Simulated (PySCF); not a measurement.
Species: C₃H₅FOS.
Geometry (GFN2-xTB, Å), atoms numbered from 1 in this order:
```xyz
11
C3H5FOS angstrom
C     -1.7903   -0.0135    0.0010
O     -0.5409    0.6091   -0.2932
C      0.5312   -0.1734   -0.1415
F      0.5221   -1.2500   -0.9835
C      1.8494    0.4083    0.1730
S      1.1372   -0.5643    1.5264
H     -1.7943   -0.3674    1.0359
H     -1.9760   -0.8491   -0.6771
H     -2.5429    0.7573   -0.1375
H      2.7166   -0.0293   -0.3029
H      1.8931    1.4749    0.3434
```

Computed, not measured: PySCF 2.14.0, density-fitted response routines, TDDFT CAM-B3LYP/def2-SVPD, vertical, gas phase, core orbitals frozen in the response.

Ground-to-excited transition dipoles (e·a0, same axes as the geometry; the sign carries no meaning), for the states with f of 0.002 or more among the lowest 8:

```
state  E (eV)      μx      μy      μz
   S2   6.428   0.203  -0.271  -0.129
   S3   6.932   0.396  -0.082   0.378
   S4   7.065  -0.134   0.293   0.268
   S5   7.407   0.021  -0.213   0.449
   S6   7.612   0.055  -0.266   0.302
   S7   8.001  -0.577   0.020  -0.508
   S8   8.165  -0.118  -0.067   0.148
```

Task: Work out the oscillator strengths.

Result: f = (2/3) ΔE |μ|² with ΔE in hartree (27.2114 eV).

```
state  |μ|² (au)  |μ| (D)      f
   S2      0.131     0.92  0.021
   S3      0.306     1.41  0.052
   S4      0.176     1.07  0.030
   S5      0.247     1.26  0.045
   S6      0.165     1.03  0.031
   S7      0.591     1.95  0.116
   S8      0.040     0.51  0.008
```

Task: Which bond between heavy atoms lies closest to the direction of the S7 transition dipole?

Result: C3–S6, at 30° from it; next C3–C5 at 37°.

Task: What angle do the transition dipoles of S4 and S6 make?

Result: |cos θ| = |μa·μb| / (|μa| |μb|) = 0.03, so θ ≈ 88° (taken between 0 and 90°, since the signs are arbitrary).

Task: How is the summed strength of these states shared among x, y and z?

Result: (2/3) Σ ΔE μα² gives 0.105 for x, 0.050 for y and 0.148 for z, 0.302 in all.

Task: What peak molar absorption coefficient would the strongest computed level give as a lone Gaussian band 0.5 eV wide at half height?

Result: ε(max) = 2.175×10⁸ f / FWHM, with the width in cm⁻¹. S7: 2.175×10⁸ × 0.1158 / 4033 ≈ 6200 L mol⁻¹ cm⁻¹.

Hardware: one thread of an Arm Neoverse V1, no GPU, shared host. Cost: 27 s.

One conformer stands for the species.
